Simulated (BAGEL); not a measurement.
# HF/STO-3G (density fitting with qzvpp-jkfit) run of Si2PH7 (SMILES [SiH3]P[SiH3])

Aim: the vertical ionisation energy of Si2PH7 at HF/STO-3G (density fitting with qzvpp-jkfit), from 2 runs. 

The results are computed with BAGEL 1.2.2.

3 further runs of the same task are left out: 1 that didn't finish, 2 set aside as unsound or not needed. Runs told in other sessions of the task aren't counted.

**1. Starting point**

Si2PH7: 10 atoms, total charge 0, spin state singlet. SMILES: `[SiH3]P[SiH3]`. Geometry: relaxed at PBE0-D4/def2-TZVP.

Bond lengths: Si1–P2 2.250 Å, P2–Si3 2.250 Å, Si1–H4 1.486 Å, Si1–H5 1.487 Å, Si1–H6 1.486 Å, P2–H7 1.422 Å, Si3–H8 1.486 Å, Si3–H9 1.486 Å, Si3–H10 1.487 Å. Some angles: Si1–P2–Si3 95.8°, Si1–P2–H7 94.6°, Si3–P2–H7 94.6°, P2–Si1–H4 108.7°, P2–Si1–H5 113.6°, P2–Si1–H6 107.4°, P2–Si3–H8 108.7°, P2–Si3–H9 107.4°, P2–Si3–H10 113.6°, H4–Si1–H5 109.0°.

**2. A single-point energy at HF/STO-3G (density fitting with qzvpp-jkfit)**

The input, calc.json:

```json
{ "bagel" : [

{
  "title" : "molecule",
  "basis" : "sto-3g",
  "df_basis" : "qzvpp-jkfit",
  "angstrom" : "true",
  "geometry" : [
    { "atom" : "Si", "xyz" : [      -1.293600,       0.739000,      -0.772200 ] },
    { "atom" : "P", "xyz" : [      -0.480900,      -1.286900,      -0.226900 ] },
    { "atom" : "Si", "xyz" : [       1.218600,      -0.517700,       1.031000 ] },
    { "atom" : "H", "xyz" : [      -2.304600,       0.574000,      -1.848800 ] },
    { "atom" : "H", "xyz" : [      -0.250300,       1.695000,      -1.230100 ] },
    { "atom" : "H", "xyz" : [      -1.956000,       1.292600,       0.437500 ] },
    { "atom" : "H", "xyz" : [       0.301300,      -1.417200,      -1.407700 ] },
    { "atom" : "H", "xyz" : [       2.134200,      -1.647000,       1.338800 ] },
    { "atom" : "H", "xyz" : [       0.636600,      -0.003100,       2.298000 ] },
    { "atom" : "H", "xyz" : [       1.994800,       0.571500,       0.380300 ] }
  ]
},

{ "title" : "hf" },

{ "title" : "print", "file" : "orbitals.molden", "orbitals" : "true" }

]}
```

On the command line:

```
$ BAGEL_NUM_THREADS=1 BAGEL calc.json > calc.out
```

Standard output:

```text
* using 1 threads per process

  ===============================================================
  ===============================================================

  *** Geometry ***

  { "atom" : "Si", "xyz" : [     -2.444550,      1.396508,     -1.459247 ] },
  { "atom" : "P", "xyz" : [     -0.908769,     -2.431889,     -0.428779 ] },
  { "atom" : "Si", "xyz" : [      2.302820,     -0.978311,      1.948308 ] },
  { "atom" : "H", "xyz" : [     -4.355063,      1.084703,     -3.493726 ] },
  { "atom" : "H", "xyz" : [     -0.472998,      3.203086,     -2.324552 ] },
  { "atom" : "H", "xyz" : [     -3.696304,      2.442660,      0.826755 ] },
  { "atom" : "H", "xyz" : [      0.569374,     -2.678120,     -2.660167 ] },
  { "atom" : "H", "xyz" : [      4.033053,     -3.112379,      2.529965 ] },
  { "atom" : "H", "xyz" : [      1.203000,     -0.005858,      4.342591 ] },
  { "atom" : "H", "xyz" : [      3.769626,      1.079978,      0.718663 ] },

  Number of auxiliary basis functions:      510

  Since a DF basis is specified, we compute 2- and 3-index integrals:
    o Being stored without compression. Storage requirement is 0.005 GB

  Number of basis functions:       34
  Number of electrons      :       50

    * METHOD: MOLECULE                             0.13

  *** RHF ***

  === Nuclear Repulsion ===
   200.8904997527

      * DIIS with orbital gradients will be used.

  === RHF iteration (sto-3g) ===
      0       -912.18181047          0.00612610           0.02
      1       -912.20349530          0.00133059           0.02
      2       -912.20458649          0.00034275           0.02
      3       -912.20467702          0.00003949           0.02
      4       -912.20467899          0.00001210           0.02
      5       -912.20467921          0.00000170           0.02
      6       -912.20467921          0.00000028           0.02
      7       -912.20467921          0.00000005           0.02
      8       -912.20467921          0.00000001           0.02
    * SCF iteration converged.

    * Permanent dipole moment:
           (   -0.156509,    -0.140379,     0.120090) a.u.

    * METHOD: HF                                   0.22

    * METHOD: PRINT                                0.00

  ===============================================================
```

Run time: 0.56 s. Hardware: 1 thread of AMD EPYC 9R45 (Zen 5), shared host.

**3. The doublet cation, same level**

The input, input.json:

```json
{ "bagel" : [

{
  "title" : "molecule",
  "basis" : "sto-3g",
  "df_basis" : "qzvpp-jkfit",
  "angstrom" : true,
  "geometry" : [
    { "atom" : "Si", "xyz" : [   -1.293600,    0.739000,   -0.772200 ] },
    { "atom" : "P", "xyz" : [   -0.480900,   -1.286900,   -0.226900 ] },
    { "atom" : "Si", "xyz" : [    1.218600,   -0.517700,    1.031000 ] },
    { "atom" : "H", "xyz" : [   -2.304600,    0.574000,   -1.848800 ] },
    { "atom" : "H", "xyz" : [   -0.250300,    1.695000,   -1.230100 ] },
    { "atom" : "H", "xyz" : [   -1.956000,    1.292600,    0.437500 ] },
    { "atom" : "H", "xyz" : [    0.301300,   -1.417200,   -1.407700 ] },
    { "atom" : "H", "xyz" : [    2.134200,   -1.647000,    1.338800 ] },
    { "atom" : "H", "xyz" : [    0.636600,   -0.003100,    2.298000 ] },
    { "atom" : "H", "xyz" : [    1.994800,    0.571500,    0.380300 ] }
  ]
},
{ "title" : "uhf", "charge" : 1, "nopen" : 1 },
{ "title" : "print", "file" : "orbitals.molden", "orbitals" : true }

]}
```

On the command line:

```
$ BAGEL_NUM_THREADS=1 BAGEL input.json > input.out
```

Standard output:

```text
* using 1 threads per process

  ===============================================================
  ===============================================================

  *** Geometry ***

  { "atom" : "Si", "xyz" : [     -2.444550,      1.396508,     -1.459247 ] },
  { "atom" : "P", "xyz" : [     -0.908769,     -2.431889,     -0.428779 ] },
  { "atom" : "Si", "xyz" : [      2.302820,     -0.978311,      1.948308 ] },
  { "atom" : "H", "xyz" : [     -4.355063,      1.084703,     -3.493726 ] },
  { "atom" : "H", "xyz" : [     -0.472998,      3.203086,     -2.324552 ] },
  { "atom" : "H", "xyz" : [     -3.696304,      2.442660,      0.826755 ] },
  { "atom" : "H", "xyz" : [      0.569374,     -2.678120,     -2.660167 ] },
  { "atom" : "H", "xyz" : [      4.033053,     -3.112379,      2.529965 ] },
  { "atom" : "H", "xyz" : [      1.203000,     -0.005858,      4.342591 ] },
  { "atom" : "H", "xyz" : [      3.769626,      1.079978,      0.718663 ] },

  Number of auxiliary basis functions:      510

  Since a DF basis is specified, we compute 2- and 3-index integrals:
    o Being stored without compression. Storage requirement is 0.005 GB

  Number of basis functions:       34
  Number of electrons      :       50

    * METHOD: MOLECULE                             0.13

  *** Open-shell HF ***

  === Nuclear Repulsion ===
   200.8904997527

      * DIIS with orbital gradients will be used.

  === UHF iteration (sto-3g) ===
      0       -911.93342269          0.01930016           0.03
      1       -911.99150710          0.00387095           0.03
      2       -911.99485153          0.00148677           0.03
      3       -911.99570563          0.00059146           0.03
      4       -911.99595802          0.00024415           0.03
      5       -911.99604261          0.00008346           0.03
      6       -911.99605937          0.00002219           0.03
      7       -911.99606148          0.00000413           0.03
      8       -911.99606166          0.00000219           0.03
      9       -911.99606174          0.00000104           0.04
     10       -911.99606176          0.00000034           0.04
     11       -911.99606176          0.00000010           0.04
     12       -911.99606176          0.00000004           0.04
     13       -911.99606176          0.00000003           0.04
     14       -911.99606176          0.00000002           0.04
     15       -911.99606176          0.00000001           0.04
    * SCF iteration converged.

    * S^2 (UHF) is 0.7562

    * Permanent dipole moment:
           (    0.099559,     0.672454,     0.329734) a.u.

    * METHOD: UHF                                  0.60

    * METHOD: PRINT                                0.00

  ===============================================================
```

Run time: 0.94 s. Hardware: 1 thread of AMD EPYC 9R45 (Zen 5), shared host.

**4. What came out**

Level: HF/STO-3G (density fitting with qzvpp-jkfit).

| quantity | value |
| --- | --- |
| singlet Si2PH7: total energy | -912.20468 Eh |
| singlet Si2PH7: dipole moment | 0.62 D |
| singlet Si2PH7: HOMO energy | -6.97 eV |
| singlet Si2PH7: LUMO energy | 10.60 eV |
| singlet Si2PH7: HOMO–LUMO gap | 17.57 eV |
| doublet cation: total energy | -911.99606 Eh |
| doublet cation: ⟨S²⟩ | 0.756 |
| vertical ionisation energy (to the doublet cation) | 5.677 eV |

The vertical ionisation energy comes to 5.68 eV (131 kcal/mol). −ε(HOMO) before ionisation, 6.97 eV, is 1.29 eV above this ionisation energy. In a minimal basis such a difference can be off by several eV, whatever the method.
